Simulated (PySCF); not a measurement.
Chlorine: highly charged ions in a basis for the neutral atom

Cl¹⁴⁺ [He] 2s1, Cl¹⁵⁺ 1s2. All numbers are calculated (PySCF 2.14, scalar relativity by spin-free X2C-1e, in x2c-TZVPall (5s5p2d1f, 37 functions)). No spin-orbit coupling, so a gap to NIST mixes the basis error with missing relativistic terms.

Changed run: basis of the neutral atom used for a highly charged ion. This setting is unsound on purpose.

| species | method | sound run (hartree) | changed run (hartree) | converged |
| --- | --- | --- | --- | --- |
| Cl¹⁴⁺ | UHF | not run | -309.06533 | yes |
| Cl¹⁴⁺ | LDA | not run | -307.77145 | yes |
| Cl¹⁴⁺ | TPSS | not run | -309.15789 | yes |
| Cl¹⁵⁺ | UHF | not run | -279.50118 | yes |
| Cl¹⁵⁺ | LDA | not run | -278.25829 | yes |
| Cl¹⁵⁺ | TPSS | not run | -279.55784 | yes |

Ionisation energy of Cl¹⁴⁺:

```tsv
method	changed run (eV)	NIST (eV)
UHF	804.48	809.20
LDA	803.09	809.20
TPSS	805.46	809.20
```

The contracted functions were made for the neutral atom and can be too rigid for a highly charged ion.
